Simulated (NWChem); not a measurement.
The numbers come from NWChem runs, not from measurements. System: CH3O, charge 0, spin multiplicity 4, at the geometry of a parent with another charge or spin, in a state set for the comparison that need not be this species' ground state. Its SCF solution wasn't tested for a lower state. Level: UMP2/def2-TZVP, 2 core orbitals frozen.

NWChem printed:

```
             Northwest Computational Chemistry Package (NWChem) 7.3.0
             --------------------------------------------------------

                                NWChem Input Module
                                -------------------

 Scaling coordinates for geometry "geometry" by  1.889725989
 (inverse scale =  0.529177249)

                             Geometry "geometry" -> ""
                             -------------------------

 Output coordinates in angstroms (scale by  1.889725989 to convert to a.u.)

  No.       Tag          Charge          X              Y              Z
 ---- ---------------- ---------- -------------- -------------- --------------
    1 C                    6.0000    -0.62890900     0.23846200     0.12343300
    2 O                    8.0000     0.58942200    -0.33029100    -0.08311900
    3 H                    1.0000    -1.46623000    -0.44293700    -0.04123300
    4 H                    1.0000    -0.75285300     1.31367100    -0.05054300
    5 H                    1.0000     1.27715700     0.34082000     0.01612700

 Effective nuclear repulsion energy (a.u.)      35.2691828554

            Nuclear Dipole moment (a.u.)
            ----------------------------
        X                 Y               Z
 ---------------- ---------------- ----------------
    -0.0000075589    -0.0000037795    -0.0000056692


 Summary of "ao basis" -> "" (spherical)
 ------------------------------------------------------------------------------
       Tag                 Description            Shells   Functions and Types
 ---------------- ------------------------------  ------  ---------------------
 *                         def2-tzvp                  on all atoms

 Summary of "ao basis" -> "ao basis" (spherical)
 ------------------------------------------------------------------------------
       Tag                 Description            Shells   Functions and Types
 ---------------- ------------------------------  ------  ---------------------
 C                         def2-tzvp                11       31   5s3p2d1f
 O                         def2-tzvp                11       31   5s3p2d1f
 H                         def2-tzvp                 4        6   3s1p

                                 NWChem SCF Module
                                 -----------------

  ao basis        = "ao basis"
  functions       =    80
  atoms           =     5
  alpha electrons =    10
  beta  electrons =     7
[...]
     2   0 2 0    -11.295043    -14.179653     -8.728508     11.613119
     2   0 1 1     -0.324992     -0.899079     -0.688624      1.262712
     2   0 0 2    -11.177548     -8.855791     -2.861699      0.539942

                   NWChem MP2 Semi-direct Energy/Gradient Module
                   ---------------------------------------------

  Basis functions       =     80
  Molecular orbitals    =     80
  Frozen core           =      2
  Frozen virtuals       =      0
  Active alpha occupied =      8
  Active beta occupied  =      5
  Active alpha virtual  =     70
  Active beta virtual   =     73
  Use MO symmetry       = F
  Use skeleton AO sym   = F

  AO/Fock/Back tols     =   1.0D-09  1.0D-09  1.0D-09

 GA uses MA = F    GA memory limited = T

 Available:
  local mem=  1.26D+08
 global mem=  1.44D+08
 local disk=  0.00D+00
  mp2_memr nvloc                    70
  nvloc new                    70
   1 passes of   8:        5242880                      41044                   6176175.
   1 passes of   8: M    126152834           G      144166400           F     120909954.

 Semi-direct pass number   1 of   1  for UHF alpha       at        4.1s
  vrange nnbf                  3238
  mp2_eaftype                    23  avail_ma_in_mb                  1099
 EAF : mp2_eaftype filesize          23    3088087.
  mp2_eaf for mointskh                     23
Node 0 wrote     14.5 Mb in      0.0 s     Agg I/O rate:   648.4 Mb/s
 Done moints_semi at        5.7s
  mp2_eaftype                    23  avail_ma_in_mb                  1076
 EAF : mp2_eaftype filesize          23    3088087.
  mp2_eaf for kh                    23
 Done maket at        5.8s
 Done multipass loop at        5.8s

 GA uses MA = F    GA memory limited = T

 Available:
  local mem=  1.26D+08
 global mem=  1.44D+08
 local disk=  0.00D+00
  mp2_memr nvloc                    73
  nvloc new                    73
   1 passes of   5:        5242880                      31298                   4029381.
   1 passes of   5: M    126152834           G      144166400           F     120909954.

 Semi-direct pass number   1 of   1  for UHF beta        at        5.9s
  vrange nnbf                  3238
  mp2_eaftype                    15  avail_ma_in_mb                  1099
 EAF : mp2_eaftype filesize          15    2014690.
  mp2_eaf for mointskh                     15
Node 0 wrote      9.5 Mb in      0.0 s     Agg I/O rate:  1332.1 Mb/s
 Done moints_semi at        7.7s
  mp2_eaftype                    15  avail_ma_in_mb                  1084
 EAF : mp2_eaftype filesize          15    2014690.
  mp2_eaf for kh                    15
 Done maket at        7.8s
 Done multipass loop at        7.8s

          -------------------------------------------
          SCF energy                -114.191839377477
          Correlation energy          -0.324309023407
          Singlet pairs                0.000000000000
          Triplet pairs                0.000000000000
          Total MP2 energy          -114.516148400884
          -------------------------------------------

          ---------------------------------------------------
                    Spin Component Scaled (SCS) MP2
          Same spin pairs                     -0.078176541984
          Same spin scaling factor             0.333333333333
          Opposite spin pairs                 -0.246132481423
          Opposite spin scaling fact.          1.200000000000
          SCS-MP2 correlation energy          -0.321417825035
          Total SCS-MP2 energy              -114.513257202512
          ---------------------------------------------------

 -----------------------
 Performance information
 -----------------------

 Timer overhead =  1.37D-07 seconds/call

               Nr. of calls         CPU time (s)                 Wall time (s)                GFlops
             ---------------    -------------------     ------------------------------   -------------------
Name         Min   Avg   Max    Min     Avg     Max     Min     Avg     Max   Mx/calls   Min     Max     Sum
mp2: moin     2     2     2    3.5     3.5     3.5      3.5     3.5     3.5     1.7      0.0     0.0     0.0
mp2: make     2     2     2   0.22    0.22    0.22     0.22    0.22    0.22    0.11      0.0     0.0     0.0
mp2: tota     1     1     1    3.8     3.8     3.8      3.8     3.8     3.8     3.8      0.0     0.0     0.0

 The average no. of pstat calls per process was 5.00D+00
 with a timing overhead of 6.87D-07s

 Task  times  cpu:        7.8s     wall:        7.8s

 Total times  cpu:        7.8s     wall:        7.8s
```

**Question.** Write an NWChem input that would produce this output.

**Answer.** This is not unique; one that fits is 
```
start mol
memory heap 200 mb stack 900 mb global 1100 mb
geometry units angstroms nocenter noautoz noautosym
  C     -0.628909     0.238462     0.123433
  O      0.589422    -0.330291    -0.083119
  H     -1.466230    -0.442937    -0.041233
  H     -0.752853     1.313671    -0.050543
  H      1.277157     0.340820     0.016127
end
basis spherical
  * library def2-tzvp
end
scf
  uhf
  nopen 3
  maxiter 100
  thresh 1e-7
  semidirect memsize 60000000 filesize 0
  # guess.movecs holds the orbitals of an unrestricted PBE0 run
  vectors input guess.movecs output mol.movecs
end
mp2
  freeze core 2
end
task mp2 energy
```
